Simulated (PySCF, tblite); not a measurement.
# H2O: deprotonation, part 2 of 2

tblite 0.8.0 and PySCF 2.14.0. Atoms count from 0. The steps go on from the part before.

## 11. Deprotonation: PBE0-D3(BJ)/ma-def2-TZVP

This step combines the energies above: geometries from PBE0-D3(BJ)/ma-def2-SVP, zero-point and thermal terms from PBE0-D3(BJ)/ma-def2-SVP.

What the job is given:

```
{"job": {"kind": "ac", "geom": {"xc": "PBE0", "basis": "ma-def2-SVP", "d3": "d3bj", "grid": 1}, "hess": 1, "level": {"xc": "PBE0", "basis": "ma-def2-TZVP", "d3": "d3bj"}}, "charge": 0, "multiplicity": 1}
O      0.010055     0.389321    -0.005043
H     -0.750400    -0.193268     0.078951
H      0.763227    -0.201133    -0.098966
```

Output (the driver's rows laid out field by field):

```text
deprotonation site by site, PBE0-D3(BJ)/ma-def2-TZVP // PBE0-D3(BJ)/ma-def2-SVP

row 1
  formula                 HO
  charge                  -1
  multiplicity            1
  smiles                  [OH-]
  kept                    yes
  pieces                  1
  point_group             Cinfv
  atom                    0
  element                 O
  electronic              1666.73
  enthalpy                1637.93
  free_energy             1610.35
  vertical_detachment_ev  1.571
  share_gas               1.0
```

Run time: 6.3 s. Hardware: 1 thread of Intel Xeon Platinum 8488C, shared host.

Energy needed to remove a proton (kJ/mol, gas phase, 298 K for the thermal columns):

```csv
site,product,electronic,enthalpy,free energy
O0,[OH-],1666.7,1637.9,1610.3
```

## 12. Single point (H2O): wavefunction

Geometry: PBE0-D3(BJ)/ma-def2-SVP.

What the job is given:

```
{"job": {"kind": "sp", "xc": "CCSD(T)", "basis": "aug-cc-pVTZ", "grid": 2}, "charge": 0, "multiplicity": 1}
O      0.010055     0.389321    -0.005043
H     -0.750400    -0.193268     0.078951
H      0.763227    -0.201133    -0.098966
```

Level: wavefunction single point, frozen core, gas phase.

The program printed:

```text
final grid: 21952 points
cycle   1  E = -76.0243637369  dE = -1.504e-01  |g| = 4.360e-01  |ddm| = 2.788e+00
cycle   2  E = -76.0497108690  dE = -2.535e-02  |g| = 2.609e-01  |ddm| = 7.445e-01
cycle   3  E = -76.0601302822  dE = -1.042e-02  |g| = 2.578e-02  |ddm| = 2.812e-01
cycle   4  E = -76.0602828929  dE = -1.526e-04  |g| = 5.750e-03  |ddm| = 3.220e-02
cycle   5  E = -76.0602972531  dE = -1.436e-05  |g| = 1.213e-03  |ddm| = 1.046e-02
cycle   6  E = -76.0602981865  dE = -9.334e-07  |g| = 2.290e-04  |ddm| = 2.724e-03
cycle   7  E = -76.0602982246  dE = -3.813e-08  |g| = 3.545e-05  |ddm| = 7.393e-04
cycle   8  E = -76.0602982254  dE = -7.679e-10  |g| = 4.230e-06  |ddm| = 1.046e-04
converged SCF energy = -76.0602982254
E(HF, exact integrals) = -76.0603027016
E(MP2) = -76.3289795704
E(CCSD) = -76.3336485688
E(CCSD(T)) = -76.3423154462
T1 diagnostic = 0.0101
```

Wall time 6.7 s (1 thread of Intel Xeon Platinum 8488C, shared host); peak memory 0.59 GiB.

## 13. Single point (HO−, [OH-], multiplicity 1): wavefunction

Geometry: PBE0-D3(BJ)/ma-def2-SVP.

What the job is given:

```
{"job": {"kind": "sp", "xc": "CCSD(T)", "basis": "aug-cc-pVTZ", "grid": 2}, "charge": -1, "multiplicity": 1}
O      0.014984     0.393559    -0.005597
H      0.763811    -0.202835    -0.126709
```

Method: wavefunction single point, frozen core, gas phase.

The program printed:

```text
final grid: 16584 points
cycle   1  E = -75.2775815319  dE = -2.192e-01  |g| = 7.764e-01  |ddm| = 2.025e+00
cycle   2  E = -75.2951050022  dE = -1.752e-02  |g| = 7.977e-01  |ddm| = 1.445e+00
cycle   3  E = -75.4119877915  dE = -1.169e-01  |g| = 2.014e-02  |ddm| = 7.073e-01
cycle   4  E = -75.4120896733  dE = -1.019e-04  |g| = 8.536e-03  |ddm| = 3.025e-02
cycle   5  E = -75.4121056249  dE = -1.595e-05  |g| = 1.378e-03  |ddm| = 1.152e-02
cycle   6  E = -75.4121065207  dE = -8.958e-07  |g| = 3.179e-04  |ddm| = 3.158e-03
cycle   7  E = -75.4121065805  dE = -5.984e-08  |g| = 4.977e-05  |ddm| = 1.059e-03
cycle   8  E = -75.4121065828  dE = -2.271e-09  |g| = 1.534e-05  |ddm| = 1.958e-04
converged SCF energy = -75.4121065828
E(HF, exact integrals) = -75.4121390734
E(MP2) = -75.7022823831
E(CCSD) = -75.6970310678
E(CCSD(T)) = -75.7094174246
T1 diagnostic = 0.0219
```

Run time: 2.5 s. Hardware: 1 thread of Intel Xeon Platinum 8488C, shared host.

## 14. Deprotonation: CCSD(T)/aug-cc-pVTZ

This step combines the energies above: geometries from PBE0-D3(BJ)/ma-def2-SVP, zero-point and thermal terms from PBE0-D3(BJ)/ma-def2-SVP.

What the job is given:

```
{"job": {"kind": "ac", "geom": {"xc": "PBE0", "basis": "ma-def2-SVP", "d3": "d3bj", "grid": 1}, "hess": 1, "level": {"xc": "CCSD(T)", "basis": "aug-cc-pVTZ"}}, "charge": 0, "multiplicity": 1}
O      0.010055     0.389321    -0.005043
H     -0.750400    -0.193268     0.078951
H      0.763227    -0.201133    -0.098966
```

Output (the driver's rows laid out field by field):

```text
deprotonation site by site, CCSD(T)/aug-cc-pVTZ // PBE0-D3(BJ)/ma-def2-SVP

row 1
  formula                 HO
  charge                  -1
  multiplicity            1
  smiles                  [OH-]
  kept                    yes
  pieces                  1
  point_group             Cinfv
  atom                    0
  element                 O
  electronic              1661.67
  enthalpy                1632.88
  free_energy             1605.29
  share_gas               1.0
```

It took 9.3 s on 1 thread of Intel Xeon Platinum 8488C, shared host.

Energy needed to remove a proton (kJ/mol, gas phase, 298 K for the thermal columns):

| site | product | electronic | enthalpy | free energy |
| --- | --- | --- | --- | --- |
| O0 | [OH-] | 1661.7 | 1632.9 | 1605.3 |

## 15. Single point (H2O): wavefunction

Geometry: PBE0-D3(BJ)/ma-def2-SVP.

What the job is given:

```
{"job": {"kind": "sp", "xc": "MP2", "basis": "aug-cc-pVTZ", "grid": 2}, "charge": 0, "multiplicity": 1}
O      0.010055     0.389321    -0.005043
H     -0.750400    -0.193268     0.078951
H      0.763227    -0.201133    -0.098966
```

With the program's defaults for keys left out, this is: wavefunction single point, frozen core, gas phase.

The program printed:

```text
final grid: 21952 points
cycle   1  E = -76.0243637369  dE = -1.504e-01  |g| = 4.360e-01  |ddm| = 2.788e+00
cycle   2  E = -76.0497108690  dE = -2.535e-02  |g| = 2.609e-01  |ddm| = 7.445e-01
cycle   3  E = -76.0601302822  dE = -1.042e-02  |g| = 2.578e-02  |ddm| = 2.812e-01
cycle   4  E = -76.0602828929  dE = -1.526e-04  |g| = 5.750e-03  |ddm| = 3.220e-02
cycle   5  E = -76.0602972531  dE = -1.436e-05  |g| = 1.213e-03  |ddm| = 1.046e-02
cycle   6  E = -76.0602981865  dE = -9.334e-07  |g| = 2.290e-04  |ddm| = 2.724e-03
cycle   7  E = -76.0602982246  dE = -3.813e-08  |g| = 3.545e-05  |ddm| = 7.393e-04
cycle   8  E = -76.0602982254  dE = -7.679e-10  |g| = 4.230e-06  |ddm| = 1.046e-04
converged SCF energy = -76.0602982254
E(HF, exact integrals) = -76.0603027016
E(MP2) = -76.3289794525
```

Wall time 0.67 s (1 thread of Intel Xeon Platinum 8488C, shared host).

## 16. Single point (HO−, [OH-], multiplicity 1): wavefunction

Geometry: PBE0-D3(BJ)/ma-def2-SVP.

What the job is given:

```
{"job": {"kind": "sp", "xc": "MP2", "basis": "aug-cc-pVTZ", "grid": 2}, "charge": -1, "multiplicity": 1}
O      0.014984     0.393559    -0.005597
H      0.763811    -0.202835    -0.126709
```

Level: wavefunction single point, frozen core, gas phase.

The program printed:

```text
final grid: 16584 points
cycle   1  E = -75.2775815319  dE = -2.192e-01  |g| = 7.764e-01  |ddm| = 2.025e+00
cycle   2  E = -75.2951050022  dE = -1.752e-02  |g| = 7.977e-01  |ddm| = 1.445e+00
cycle   3  E = -75.4119877915  dE = -1.169e-01  |g| = 2.014e-02  |ddm| = 7.073e-01
cycle   4  E = -75.4120896733  dE = -1.019e-04  |g| = 8.536e-03  |ddm| = 3.025e-02
cycle   5  E = -75.4121056249  dE = -1.595e-05  |g| = 1.378e-03  |ddm| = 1.152e-02
cycle   6  E = -75.4121065207  dE = -8.958e-07  |g| = 3.179e-04  |ddm| = 3.158e-03
cycle   7  E = -75.4121065805  dE = -5.984e-08  |g| = 4.977e-05  |ddm| = 1.059e-03
cycle   8  E = -75.4121065828  dE = -2.271e-09  |g| = 1.534e-05  |ddm| = 1.958e-04
converged SCF energy = -75.4121065828
E(HF, exact integrals) = -75.4121390734
E(MP2) = -75.7022823398
```

It took 0.31 s on 1 thread of Intel Xeon Platinum 8488C, shared host.

## 17. Deprotonation: MP2/aug-cc-pVTZ

This step combines the energies above: geometries from PBE0-D3(BJ)/ma-def2-SVP, zero-point and thermal terms from PBE0-D3(BJ)/ma-def2-SVP.

What the job is given:

```
{"job": {"kind": "ac", "geom": {"xc": "PBE0", "basis": "ma-def2-SVP", "d3": "d3bj", "grid": 1}, "hess": 1, "level": {"xc": "MP2", "basis": "aug-cc-pVTZ"}}, "charge": 0, "multiplicity": 1}
O      0.010055     0.389321    -0.005043
H     -0.750400    -0.193268     0.078951
H      0.763227    -0.201133    -0.098966
```

Output (the driver's rows laid out field by field):

```text
deprotonation site by site, MP2/aug-cc-pVTZ // PBE0-D3(BJ)/ma-def2-SVP

row 1
  formula                 HO
  charge                  -1
  multiplicity            1
  smiles                  [OH-]
  kept                    yes
  pieces                  1
  point_group             Cinfv
  atom                    0
  element                 O
  electronic              1645.39
  enthalpy                1616.6
  free_energy             1589.01
  share_gas               1.0
```

Run time: 1.1 s. Hardware: 1 thread of Intel Xeon Platinum 8488C, shared host.

Energy needed to remove a proton (kJ/mol, gas phase, 298 K for the thermal columns):

| site | product | electronic | enthalpy | free energy |
| --- | --- | --- | --- | --- |
| O0 | [OH-] | 1645.4 | 1616.6 | 1589.0 |

## 18. Single point (H₂O): HF/aug-cc-pVTZ

Geometry: PBE0-D3(BJ)/ma-def2-SVP.

What the job is given:

```
{"job": {"kind": "sp", "xc": "HF", "basis": "aug-cc-pVTZ", "grid": 2}, "charge": 0, "multiplicity": 1}
O      0.010055     0.389321    -0.005043
H     -0.750400    -0.193268     0.078951
H      0.763227    -0.201133    -0.098966
```

The program printed:

```text
final grid: 21952 points
cycle   1  E = -76.0243637369  dE = -1.504e-01  |g| = 4.360e-01  |ddm| = 2.788e+00
cycle   2  E = -76.0497108690  dE = -2.535e-02  |g| = 2.609e-01  |ddm| = 7.445e-01
cycle   3  E = -76.0601302822  dE = -1.042e-02  |g| = 2.578e-02  |ddm| = 2.812e-01
cycle   4  E = -76.0602828929  dE = -1.526e-04  |g| = 5.750e-03  |ddm| = 3.220e-02
cycle   5  E = -76.0602972531  dE = -1.436e-05  |g| = 1.213e-03  |ddm| = 1.046e-02
cycle   6  E = -76.0602981865  dE = -9.334e-07  |g| = 2.290e-04  |ddm| = 2.724e-03
cycle   7  E = -76.0602982246  dE = -3.813e-08  |g| = 3.545e-05  |ddm| = 7.393e-04
cycle   8  E = -76.0602982254  dE = -7.679e-10  |g| = 4.230e-06  |ddm| = 1.046e-04
converged SCF energy = -76.0602982254
```

It took 0.15 s on 1 thread of Intel Xeon Platinum 8488C, shared host.

## 19. Single point (HO−, [OH-], multiplicity 1): HF/aug-cc-pVTZ

Geometry: PBE0-D3(BJ)/ma-def2-SVP.

What the job is given:

```
{"job": {"kind": "sp", "xc": "HF", "basis": "aug-cc-pVTZ", "grid": 2}, "charge": -1, "multiplicity": 1}
O      0.014984     0.393559    -0.005597
H      0.763811    -0.202835    -0.126709
```

The program printed:

```text
final grid: 16584 points
cycle   1  E = -75.2775815319  dE = -2.192e-01  |g| = 7.764e-01  |ddm| = 2.025e+00
cycle   2  E = -75.2951050022  dE = -1.752e-02  |g| = 7.977e-01  |ddm| = 1.445e+00
cycle   3  E = -75.4119877915  dE = -1.169e-01  |g| = 2.014e-02  |ddm| = 7.073e-01
cycle   4  E = -75.4120896733  dE = -1.019e-04  |g| = 8.536e-03  |ddm| = 3.025e-02
cycle   5  E = -75.4121056249  dE = -1.595e-05  |g| = 1.378e-03  |ddm| = 1.152e-02
cycle   6  E = -75.4121065207  dE = -8.958e-07  |g| = 3.179e-04  |ddm| = 3.158e-03
cycle   7  E = -75.4121065805  dE = -5.984e-08  |g| = 4.977e-05  |ddm| = 1.059e-03
cycle   8  E = -75.4121065828  dE = -2.271e-09  |g| = 1.534e-05  |ddm| = 1.958e-04
converged SCF energy = -75.4121065828
```

Wall time 0.1 s (1 thread of Intel Xeon Platinum 8488C, shared host).

## 20. Deprotonation: HF/aug-cc-pVTZ

This step combines the energies above: geometries from PBE0-D3(BJ)/ma-def2-SVP, zero-point and thermal terms from PBE0-D3(BJ)/ma-def2-SVP.

What the job is given:

```
{"job": {"kind": "ac", "geom": {"xc": "PBE0", "basis": "ma-def2-SVP", "d3": "d3bj", "grid": 1}, "hess": 1, "level": {"xc": "HF", "basis": "aug-cc-pVTZ"}}, "charge": 0, "multiplicity": 1}
O      0.010055     0.389321    -0.005043
H     -0.750400    -0.193268     0.078951
H      0.763227    -0.201133    -0.098966
```

Output (the driver's rows laid out field by field):

```text
deprotonation site by site, HF/aug-cc-pVTZ // PBE0-D3(BJ)/ma-def2-SVP

row 1
  formula                 HO
  charge                  -1
  multiplicity            1
  smiles                  [OH-]
  kept                    yes
  pieces                  1
  point_group             Cinfv
  atom                    0
  element                 O
  electronic              1701.83
  enthalpy                1673.03
  free_energy             1645.44
  share_gas               1.0
```

It took 0.39 s on 1 thread of Intel Xeon Platinum 8488C, shared host.

Energy needed to remove a proton (kJ/mol, gas phase, 298 K for the thermal columns):

| site | product | electronic | enthalpy | free energy |
| --- | --- | --- | --- | --- |
| O0 | [OH-] | 1701.8 | 1673.0 | 1645.4 |

## 21. Results

This closing draws on all 2 parts.

| quantity | value |
| --- | --- |
| strongest single infrared mode (GFN2-xTB) | 1539 cm⁻¹, 133 km/mol |
| zero-point energy (GFN2-xTB) | 12.6 kcal/mol |
| point group | C2v |
| rotational constants (main isotopes) | 820.60, 431.77, 282.91 GHz |
| surface potential, 1st and 99th percentile | -1.75 V and 2.44 V |
| ΔH of deprotonation, O0 (PBE0-D3(BJ)/ma-def2-TZVP) | 1637.9 kJ/mol |
| ΔH of deprotonation, O0 (CCSD(T)/aug-cc-pVTZ) | 1632.9 kJ/mol |
| ΔH of deprotonation, O0 (MP2/aug-cc-pVTZ) | 1616.6 kJ/mol |
| ΔH of deprotonation, O0 (HF/aug-cc-pVTZ) | 1673.0 kJ/mol |

In words: No mode is imaginary among the 3: a minimum at this level. The strongest single mode, at 1539 cm⁻¹, moves mainly H2 and H1. Unscaled tight-binding wavenumbers are off by several per cent, some by more. Its intensities can rank the bands wrongly. Over 2 steps the energy fell by 0.004 eV; of the close pairs, O0–H2 changed most, 0.959 to 0.962 Å (PBE0/ma-def2-SVP). The ΔH of deprotonation at O0 is 1637.9 kJ/mol at PBE0-D3(BJ)/ma-def2-TZVP; zero-point and thermal terms move it by -28.8 kJ/mol from the electronic value.
